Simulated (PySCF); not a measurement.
## Frontier orbitals and the lowest excitations

Methoxyacetic acid, C3H6O3.
Atom-mapped SMILES: `[CH3:1][O:2][CH2:3][C:4](=[O:5])[OH:6]` (hydrogens: H7, H8, H9 on C1; H10, H11 on C3; H12 on O6)

Computed, not measured: TDDFT wB97X-D/def2-SVPD, vertical, gas phase, core orbitals frozen in the response (PySCF). Geometry: PBE0-D3(BJ)/def2-SVP, one conformer, isolated molecule. Torsions of this conformer, `[CH3:1][O:2][CH2:3][C:4](=[O:5])[OH:6]`: C1–O2–C3–C4 -75°, O2–C3–C4–O5 4°, H–O6–C4–C3 180°.

Kohn–Sham orbitals with the atoms that hold most of them (Löwdin shares over 4%, at most four atoms; ? is withheld):

```tsv
orbital	ε (eV)	atoms
HOMO-3	-11.70	O6 40%, O5 37%, C4 11%, O2 6%
HOMO-2	-11.38	O2 42%, O5 13%, C1 13%, C3 9%
HOMO-1	-10.69	?
HOMO	-9.63	?
LUMO	1.76	C4 38%, O5 28%, O6 12%, C3 9%
LUMO+1	1.96	O6 30%, C4 20%, H12 13%, O5 11%
LUMO+2	2.63	C1 20%, O6 17%, O2 10%, C3 9%
```

Task: Give the leading atoms of the HOMO-1.

Result: O5 (bonded to C) 47%; O2 (bonded to 2 C) 23%; O6 (bonded to C and H) 8%; C3 (bonded to C, O and 2 H) 5%. By element: oxygen 78%, carbon 5% or more.

Task: Which atoms hold the HOMO, and with what shares?

Result: O2 (bonded to 2 C) 41%; O5 (bonded to C) 16%; C1 (bonded to O and 3 H) 10%; C3 (bonded to C, O and 2 H) 9%. By element: oxygen 58% or more, carbon 18% or more.

Task: How does S1 compare with the orbital gap of 11.39 eV?

Result: S1 is at 5.86 eV (f = 0.0008), 5.53 eV below the gap, made of HOMO→LUMO (60%), HOMO-1→LUMO (33%). 

Next come S2 at 7.19 eV (f 0.0046), HOMO-1→LUMO (57%), HOMO→LUMO (37%); S3 at 7.54 eV (f 0.039), HOMO→LUMO+1 (66%), HOMO→LUMO+2 (21%); S4 at 7.96 eV (f 0.035), HOMO→LUMO+2 (43%), HOMO-1→LUMO+1 (28%), HOMO→LUMO+1 (8%); S5 at 8.57 eV (f 0.029), HOMO-2→LUMO (83%).
